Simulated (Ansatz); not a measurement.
Ansatz (a quantum-chemistry and plane-wave program) input (B3LYP/6-31G*):

Ansatz 0.2 input:
```yaml
crystal:
  periodic: [false, false, false]
  atoms:
    - {symbol: C, position_ang: [-0.01253598, -0.16853852, 1.14059847]}
    - {symbol: N, position_ang: [0.06269987, 0.65711691, 0.00294342]}
    - {symbol: C, position_ang: [-0.01859599, -0.15773559, -1.14205995]}
    - {symbol: H, position_ang: [0.80234120, -0.96686068, 1.24422986]}
    - {symbol: H, position_ang: [0.04676968, 0.42254593, 2.07888628]}
    - {symbol: H, position_ang: [-0.96300883, -0.79844153, 1.24971357]}
    - {symbol: H, position_ang: [0.79569942, -0.95502065, -1.25756785]}
    - {symbol: H, position_ang: [0.03574189, 0.44220470, -2.07501280]}
    - {symbol: H, position_ang: [-0.96965061, -0.78660150, -1.25208413]}
basis:
  gaussian:
    orbitals: 6-31G*
hamiltonian:
  xc: {name: B3LYP}
total_charge: -1
phonons: {temperatures: {t_min: 298.15, t_max: 298.15, t_step: 100}}
```

Output:

```
WARN ansatz: RAYON_NUM_THREADS=1 ignored (pool sized by the plan → 1); use --threads N
Functional definition: B3LYP
integrals: 0.02 GiB planned
697 factors; integrals over basis functions are off by at most 4.0e-4 eV
mean field: 0.15 GiB planned
mean field evaluation 1: about -3657.9069 eV, gradient 2.9e1 eV
mean field evaluation 2: about -3654.2656 eV, gradient 4.8e1 eV
mean field evaluation 4: about -3659.8676 eV, gradient 2.2e0 eV
mean field evaluation 8: about -3659.8748 eV, gradient 3.5e-2 eV
mean field -3659.87479193 eV, -134.4979178511 hartree, gradient 8.1e-6 eV, S^2 0.000000; 0 other end points of the search recorded, 0 dependent functions left out
the calculation of the forces begins
reference -3659.87501597 eV, -134.4979260844 hartree; 13, 13 occupied and 44, 44 virtual orbitals, 697 factors
these checks for a lower state are left out or cut short: stability, starts, cluster_reference, orbital_swaps, neighbouring_geometries, increment
integrals: 0.02 GiB planned
697 factors; integrals over basis functions are off by at most 4.0e-4 eV
mean field: 0.15 GiB planned
mean field evaluation 16: about -3659.8777 eV, gradient 1.5e-1 eV
mean field -3659.87465906 eV, -134.4979129682 hartree, gradient 9.4e-7 eV, S^2 0.000000; 0 other end points of the search recorded, 0 dependent functions left out
the calculation of the forces begins
reference -3659.87488305 eV, -134.4979211999 hartree; 13, 13 occupied and 44, 44 virtual orbitals, 697 factors
these checks for a lower state are left out or cut short: stability, starts, cluster_reference, orbital_swaps, neighbouring_geometries, increment
integrals: 0.02 GiB planned
697 factors; integrals over basis functions are off by at most 4.0e-4 eV
mean field: 0.15 GiB planned
mean field -3659.87465559 eV, -134.4979128409 hartree, gradient 8.4e-7 eV, S^2 0.000000; 0 other end points of the search recorded, 0 dependent functions left out
the calculation of the forces begins
reference -3659.87487967 eV, -134.4979210758 hartree; 13, 13 occupied and 44, 44 virtual orbitals, 697 factors
these checks for a lower state are left out or cut short: stability, starts, cluster_reference, orbital_swaps, neighbouring_geometries, increment
integrals: 0.02 GiB planned
697 factors; integrals over basis functions are off by at most 4.0e-4 eV
mean field: 0.15 GiB planned
mean field evaluation 32: about -3659.8746 eV, gradient 8.7e-5 eV
mean field -3659.87464956 eV, -134.4979126192 hartree, gradient 1.1e-6 eV, S^2 0.000000; 0 other end points of the search recorded, 0 dependent functions left out
the calculation of the forces begins
reference -3659.87487353 eV, -134.4979208501 hartree; 13, 13 occupied and 44, 44 virtual orbitals, 697 factors
these checks for a lower state are left out or cut short: stability, starts, cluster_reference, orbital_swaps, neighbouring_geometries, increment
integrals: 0.02 GiB planned
697 factors; integrals over basis functions are off by at most 4.1e-4 eV
mean field: 0.15 GiB planned
mean field -3659.87464877 eV, -134.4979125903 hartree, gradient 1.1e-6 eV, S^2 0.000000; 0 other end points of the search recorded, 0 dependent functions left out
the calculation of the forces begins
reference -3659.87487288 eV, -134.4979208259 hartree; 13, 13 occupied and 44, 44 virtual orbitals, 697 factors
these checks for a lower state are left out or cut short: stability, starts, cluster_reference, orbital_swaps, neighbouring_geometries, increment
integrals: 0.02 GiB planned
697 factors; integrals over basis functions are off by at most 4.0e-4 eV
mean field: 0.15 GiB planned
mean field -3659.87469728 eV, -134.4979143729 hartree, gradient 9.7e-7 eV, S^2 0.000000; 0 other end points of the search recorded, 0 dependent functions left out
the calculation of the forces begins
reference -3659.87492135 eV, -134.4979226073 hartree; 13, 13 occupied and 44, 44 virtual orbitals, 697 factors
these checks for a lower state are left out or cut short: stability, starts, cluster_reference, orbital_swaps, neighbouring_geometries, increment
integrals: 0.02 GiB planned
697 factors; integrals over basis functions are off by at most 4.0e-4 eV
mean field: 0.15 GiB planned
mean field -3659.87470028 eV, -134.4979144833 hartree, gradient 2.9e-6 eV, S^2 0.000000; 0 other end points of the search recorded, 0 dependent functions left out
the calculation of the forces begins
reference -3659.87492430 eV, -134.4979227155 hartree; 13, 13 occupied and 44, 44 virtual orbitals, 697 factors
these checks for a lower state are left out or cut short: stability, starts, cluster_reference, orbital_swaps, neighbouring_geometries, increment
integrals: 0.02 GiB planned
697 factors; integrals over basis functions are off by at most 4.0e-4 eV
mean field: 0.15 GiB planned
mean field -3659.87474955 eV, -134.4979162939 hartree, gradient 1.2e-6 eV, S^2 0.000000; 0 other end points of the search recorded, 0 dependent functions left out
the calculation of the forces begins
reference -3659.87497361 eV, -134.4979245280 hartree; 13, 13 occupied and 44, 44 virtual orbitals, 697 factors
these checks for a lower state are left out or cut short: stability, starts, cluster_reference, orbital_swaps, neighbouring_geometries, increment
integrals: 0.02 GiB planned
697 factors; integrals over basis functions are off by at most 4.0e-4 eV
mean field: 0.15 GiB planned
mean field evaluation 64: about -3659.8747 eV, gradient 2.3e-6 eV
mean field -3659.87474699 eV, -134.4979161996 hartree, gradient 2.2e-6 eV, S^2 0.000000; 0 other end points of the search recorded, 0 dependent functions left out
the calculation of the forces begins
reference -3659.87497101 eV, -134.4979244322 hartree; 13, 13 occupied and 44, 44 virtual orbitals, 697 factors
these checks for a lower state are left out or cut short: stability, starts, cluster_reference, orbital_swaps, neighbouring_geometries, increment
integrals: 0.02 GiB planned
697 factors; integrals over basis functions are off by at most 4.0e-4 eV
mean field: 0.15 GiB planned
mean field -3659.87475233 eV, -134.4979163958 hartree, gradient 1.7e-6 eV, S^2 0.000000; 0 other end points of the search recorded, 0 dependent functions left out
the calculation of the forces begins
reference -3659.87497637 eV, -134.4979246291 hartree; 13, 13 occupied and 44, 44 virtual orbitals, 697 factors
these checks for a lower state are left out or cut short: stability, starts, cluster_reference, orbital_swaps, neighbouring_geometries, increment
integrals: 0.02 GiB planned
697 factors; integrals over basis functions are off by at most 4.0e-4 eV
mean field: 0.15 GiB planned
mean field -3659.87475223 eV, -134.4979163921 hartree, gradient 1.2e-6 eV, S^2 0.000000; 0 other end points of the search recorded, 0 dependent functions left out
the calculation of the forces begins
reference -3659.87497627 eV, -134.4979246254 hartree; 13, 13 occupied and 44, 44 virtual orbitals, 697 factors
these checks for a lower state are left out or cut short: stability, starts, cluster_reference, orbital_swaps, neighbouring_geometries, increment
integrals: 0.02 GiB planned
697 factors; integrals over basis functions are off by at most 4.0e-4 eV
mean field: 0.15 GiB planned
mean field -3659.87477617 eV, -134.4979172719 hartree, gradient 1.0e-6 eV, S^2 0.000000; 0 other end points of the search recorded, 0 dependent functions left out
the calculation of the forces begins
reference -3659.87500023 eV, -134.4979255060 hartree; 13, 13 occupied and 44, 44 virtual orbitals, 697 factors
these checks for a lower state are left out or cut short: stability, starts, cluster_reference, orbital_swaps, neighbouring_geometries, increment
integrals: 0.02 GiB planned
697 factors; integrals over basis functions are off by at most 4.0e-4 eV
mean field: 0.15 GiB planned
mean field -3659.87477636 eV, -134.4979172791 hartree, gradient 8.3e-7 eV, S^2 0.000000; 0 other end points of the search recorded, 0 dependent functions left out
the calculation of the forces begins
reference -3659.87500038 eV, -134.4979255117 hartree; 13, 13 occupied and 44, 44 virtual orbitals, 697 factors
these checks for a lower state are left out or cut short: stability, starts, cluster_reference, orbital_swaps, neighbouring_geometries, increment
integrals: 0.02 GiB planned
697 factors; integrals over basis functions are off by at most 4.1e-4 eV
mean field: 0.15 GiB planned
mean field evaluation 96: about -3659.8748 eV, gradient 2.4e-6 eV
mean field -3659.87475086 eV, -134.4979163419 hartree, gradient 2.4e-6 eV, S^2 0.000000; 0 other end points of the search recorded, 0 dependent functions left out
the calculation of the forces begins
reference -3659.87497491 eV, -134.4979245757 hartree; 13, 13 occupied and 44, 44 virtual orbitals, 697 factors
these checks for a lower state are left out or cut short: stability, starts, cluster_reference, orbital_swaps, neighbouring_geometries, increment
integrals: 0.02 GiB planned
697 factors; integrals over basis functions are off by at most 4.0e-4 eV
mean field: 0.15 GiB planned
mean field -3659.87475217 eV, -134.4979163900 hartree, gradient 1.1e-6 eV, S^2 0.000000; 0 other end points of the search recorded, 0 dependent functions left out
the calculation of the forces begins
reference -3659.87497620 eV, -134.4979246229 hartree; 13, 13 occupied and 44, 44 virtual orbitals, 697 factors
these checks for a lower state are left out or cut short: stability, starts, cluster_reference, orbital_swaps, neighbouring_geometries, increment
integrals: 0.02 GiB planned
697 factors; integrals over basis functions are off by at most 4.1e-4 eV
mean field: 0.15 GiB planned
mean field -3659.87475098 eV, -134.4979163461 hartree, gradient 1.6e-6 eV, S^2 0.000000; 0 other end points of the search recorded, 0 dependent functions left out
the calculation of the forces begins
reference -3659.87497508 eV, -134.4979245817 hartree; 13, 13 occupied and 44, 44 virtual orbitals, 697 factors
these checks for a lower state are left out or cut short: stability, starts, cluster_reference, orbital_swaps, neighbouring_geometries, increment
integrals: 0.02 GiB planned
697 factors; integrals over basis functions are off by at most 4.0e-4 eV
mean field: 0.15 GiB planned
mean field -3659.87475032 eV, -134.4979163219 hartree, gradient 1.3e-6 eV, S^2 0.000000; 0 other end points of the search recorded, 0 dependent functions left out
the calculation of the forces begins
reference -3659.87497430 eV, -134.4979245530 hartree; 13, 13 occupied and 44, 44 virtual orbitals, 697 factors
Total energy: -3659.87501597 eV, -134.4979260844 hartree
Atom 0 at    -0.012536    -0.168539     1.140598 Å, force     0.000065     0.000676     0.000247 eV/Å
Atom 1 at     0.062700     0.657117     0.002943 Å, force    -0.000118    -0.001232    -0.000006 eV/Å
Atom 2 at    -0.018596    -0.157736    -1.142060 Å, force     0.000064     0.000678    -0.000241 eV/Å
Atom 3 at     0.802341    -0.966861     1.244230 Å, force     0.000467     0.000061    -0.000039 eV/Å
Atom 4 at     0.046770     0.422546     2.078886 Å, force    -0.000025    -0.000270     0.000159 eV/Å
Atom 5 at    -0.963009    -0.798442     1.249714 Å, force    -0.000448     0.000148    -0.000036 eV/Å
Atom 6 at     0.795699    -0.955021    -1.257568 Å, force     0.000468     0.000060     0.000037 eV/Å
Atom 7 at     0.035742     0.442205    -2.075013 Å, force    -0.000026    -0.000268    -0.000161 eV/Å
Atom 8 at    -0.969651    -0.786601    -1.252084 Å, force    -0.000448     0.000148     0.000040 eV/Å
Dipole moment:    -0.022688    -0.237774    -0.001065 e Å
Vibrations: 290.60 360.23 409.33 979.26 1122.52 1125.87 1170.69 1226.24 1228.95 1455.80 1456.10 1457.18 1491.14 1517.06 1547.60 2432.84 2436.09 2498.62 2601.00 2896.90 2905.43 cm⁻¹, zero-point energy 2.021529 eV
```

The blocks after the first are displaced geometries, from whose forces the wavenumbers follow.

The dipole moment of an ion depends on the origin.
